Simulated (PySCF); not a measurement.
Species: C5H6F (doublet state).
Atom-mapped SMILES: `[CH3:1][C:2]1=[C:3]([F:4])[CH2:5][CH:6]1` (hydrogens: H7, H8, H9 on C1; H10, H11 on C5; H12 on C6)

Computed with PySCF 2.14.0, UKS B3LYP, pcH-1 on C F H, non-relativistic, mean-field spin-orbit, GIAO. Geometry: GFN2-xTB; no solvent, vibrations or thermal averaging. A GFN2-xTB geometry isn't a minimum of the functional, and hyperfine couplings can be far from their values at a DFT geometry. No stability test was run, so a lower SCF solution isn't excluded. ⟨S²⟩ is 0.776 where a pure state has 0.75.

Principal values of hyperfine tensors in MHz (contact and dipolar terms together), for some of the nuclei:

```tsv
atom	isotope	A1	A2	A3	alike by the symmetry of this geometry
F4	19F	-69.55	-40.66	433.79	none
C3	13C	21.93	24.06	188.43	none
H12	1H	-78.60	-49.77	-23.49	none
C2	13C	-75.56	-36.52	-33.06	none
C5	13C	-32.40	-29.08	-27.80	none
H8	1H	-19.14	-18.38	-14.56	H7
H11	1H	10.61	15.79	23.22	H10
C1	13C	3.92	4.58	5.74	none
```

Split each tensor into its isotropic and traceless parts, and turn a_iso into mT with g = 2.0032.

a_iso = (A1 + A2 + A3)/3, Ti = Ai − a_iso; 1 mT corresponds to 28.037 MHz.

```tsv
atom	a_iso (MHz)	a_iso (mT)	T1	T2	T3
F4	107.86	3.847	-177.41	-148.52	325.93
C3	78.14	2.787	-56.21	-54.08	110.29
H12	-50.62	-1.805	-27.98	0.85	27.13
C2	-48.38	-1.726	-27.18	11.86	15.32
C5	-29.76	-1.061	-2.64	0.68	1.96
H8	-17.36	-0.619	-1.78	-1.02	2.80
H11	16.54	0.590	-5.92	-0.75	6.68
C1	4.75	0.169	-0.83	-0.16	0.99
```

What spin density at the nucleus of C3 lies behind its contact coupling (g_N = 1.40482)?

a_FC = 800.24 MHz bohr³ × g_N × ρ(0)/(2S). With a_FC = 78.14 MHz and 2S = 1, ρ(0) = 0.06951 bohr⁻³.

C6 (13C, g_N = 1.40482) isn't in the table. Its spin density at the nucleus is 0.05732 bohr⁻³. What is its contact coupling?

By the same relation, a_FC = 64.4 MHz. Its full tensor has the principal values 9.17, 11.25, 172.91 MHz.

Which nucleus of the table has the largest anisotropic coupling, and what is its form?

F4: -177.4, -148.5, 325.9 MHz, rhombic: the two smaller values differ by 9 % of the largest.

In a single crystal, with the field along each principal axis of the tensor of F4 in turn, what first-order splitting does this nucleus give (isotropic g, quadrupole terms neglected)?

2 lines (I = 1/2), spaced by |A_i|/(g × 13.996): 2.48, 1.45, 15.47 mT along the axes of A1, A2 and A3.

Time: 28 s wall (with the writing of density and orbital grids); peak memory 0.74 GiB. Hardware: one thread of an Arm Neoverse V1, shared host with 64 logical CPUs at a one-minute load of 14.
